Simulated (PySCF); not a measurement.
Species: acrylic acid, C₃H₄O₂.
SMILES: `C=CC(=O)O`

Vertical excitations from PySCF (density fitting, frozen core in the response, grid level 2 and gas phase unless stated; continuum runs use non-equilibrium linear response for the excitations) on a GFN2-xTB geometry. Reference run:

```json
{"settings": "B3LYP/def2-SVPD, full TDDFT, 8 singlets", "S1, eV (f)": "4.71 (0.000)", "S2, eV (f)": "6.27 (0.226)", "S3, eV (f)": "6.87 (0.121)", "S4, eV (f)": "7.35 (0.001)", "S5, eV (f)": "7.35 (0.099)", "S6, eV (f)": "7.66 (0.007)", "T1, eV (Tamm–Dancoff)": "3.89", "mean α (au)": "45.4"}
```

Question: What do these settings give: (1) wB97X-D/pcseg-1, grid level 3, full TDDFT, 6 singlets; (2) BP86/def2-SVPD, full TDDFT, 25 singlets?

Answer: 
| settings | S1, eV (f) | S2, eV (f) | S3, eV (f) | S4, eV (f) | S5, eV (f) | S6, eV (f) | T1, eV (Tamm–Dancoff) | mean α (au) |
| --- | --- | --- | --- | --- | --- | --- | --- | --- |
| wB97X-D/pcseg-1, grid level 3, full TDDFT, 6 singlets | 5.10 (0.000) | 6.66 (0.289) | 7.58 (0.123) | 7.70 (0.001) | 8.77 (0.000) | 8.82 (0.000) | – | 36.5 |
| BP86/def2-SVPD, full TDDFT, 25 singlets | 4.14 (0.000) | 5.87 (0.059) | 6.35 (0.262) | 6.80 (0.001) | 6.85 (0.076) | 7.40 (0.000) | – | 46.9 |

(1) S1 moves by +0.39 eV; functional and basis change together, so the shift can't be laid on one. (2) S1 moves by -0.57 eV (BP86 has no exact exchange, B3LYP 20 % exact exchange). States are counted by energy in each run and needn't keep their character from row to row.

Question: Which orbital pairs make up S1 in each run, and how does it sit against the orbital gap?

Answer: 
| settings | S1 configurations (weight) | S1 (eV) | orbital gap (eV) | S1 − gap (eV) |
| --- | --- | --- | --- | --- |
| B3LYP/def2-SVPD, full TDDFT, 8 singlets | H→L 0.98 | 4.71 | 6.17 | -1.46 |
| wB97X-D/pcseg-1, grid level 3, full TDDFT, 6 singlets | H→L 0.95 | 5.10 | 10.51 | -5.41 |
| BP86/def2-SVPD, full TDDFT, 25 singlets | H→L 1.00 | 4.14 | 4.03 | +0.11 |

The values belong to the conformer `[CH2:1]=[CH:2][C:3](=[O:4])[OH:5]`: C1–C2–C3–O4 0°, H–O5–C3–C2 180°.
